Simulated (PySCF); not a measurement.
This PySCF input asks for the NMR shieldings of tetramethylene sulfoxide (O=S1CCCC1, C₄H₈OS); the geometry comes from GFN2-xTB.

```python
import basis_set_exchange as bse
import numpy as np
from pyscf import gto, dft
from pyscf.prop import nmr

atoms = """
O     0.282471    1.655797    1.971419
S     0.194741    1.644009    0.510390
C    -1.277838    0.568735    0.107289
C    -0.776850   -0.649058   -0.646844
C     0.590272   -0.977527   -0.056997
C     1.363452    0.325067   -0.084962
H    -1.706574    0.309554    1.073748
H    -1.990238    1.161708   -0.461153
H    -1.469940   -1.485568   -0.548395
H    -0.670000   -0.415963   -1.708800
H     0.476704   -1.312480    0.975919
H     1.098276   -1.761343   -0.620633
H     1.650599    0.602657   -1.097903
H     2.234248    0.333940    0.564757
"""
names = dict.fromkeys(["O", "S", "C", "H"], "pcSseg-1")
basis = {el: gto.basis.parse(bse.get_basis(n, elements=[el], fmt="nwchem")) for el, n in names.items()}
mol = gto.M(atom=atoms, basis=basis, charge=0, verbose=0)
mf = dft.RKS(mol, xc="PBE0")
mf.grids.level = 2
mf.grids.alignment = dft.numint.BLKSIZE   # the property module wants whole blocks of grid points
mf.conv_tol = 1e-9
mf.kernel()

calc = nmr.RKS(mf)   # GIAO
C = mf.mo_coeff
Co = C[:, mf.mo_occ > 0]
resp = mf.gen_response(singlet=True, hermi=2)
def vind(x):   # induced exchange potential for any number of trial vectors
    d = np.einsum("pi,xij,qj->xpq", C, 2 * x.reshape(-1, C.shape[1], Co.shape[1]), Co, optimize=True)
    return np.einsum("xpq,pi,qj->xij", resp(d - d.transpose(0, 2, 1)), C, Co, optimize=True).ravel()
mo1, _ = nmr.rhf.solve_mo1(calc, with_cphf=vind)
sigma = calc.kernel(mo1)
for i, s in enumerate(sigma):   # ppm
    print("%2d %-2s %9.2f" % (i, mol.atom_pure_symbol(i), np.trace(s) / 3))
```

Question: What are the results?

Answer: 
```
 0 O     261.36
 1 S     137.19
 2 C     120.99
 3 C     154.95
 4 C     156.56
 5 C     125.84
 6 H      29.53
 7 H      28.11
 8 H      29.30
 9 H      30.46
10 H      29.22
11 H      29.52
12 H      29.75
13 H      29.01
```

These numbers come from an equivalent density-fitted implementation of the same equations, which agrees with the script to about 0.01 ppm for H and up to a few tenths of a ppm for heavy atoms, so last digits may differ.

Question: Turn these shieldings into chemical shifts. References, each an isolated molecule treated in the same way: 17O (336.08 ppm) vs H2O; CS2 for 33S (503.73 ppm); 13C (186.93 ppm) and 1H (31.72 ppm) vs TMS.

Answer: Averaging equivalent atoms: O 0: 74.7; S 1: 367; C 2/5: 63.5; C 3/4: 31.2; H 7/12: 2.79; H 8/10: 2.46; H 6/13: 2.44; H 9/11: 1.72 ppm. Experimental scales use liquid or dissolved standards, which lie at an offset from isolated H2O (liquid H2O: subtract about 36 ppm).

Size and cost of the density-fitted run: 149 basis functions, 16 s wall time on 1 thread of an Arm Neoverse V1, shared host.
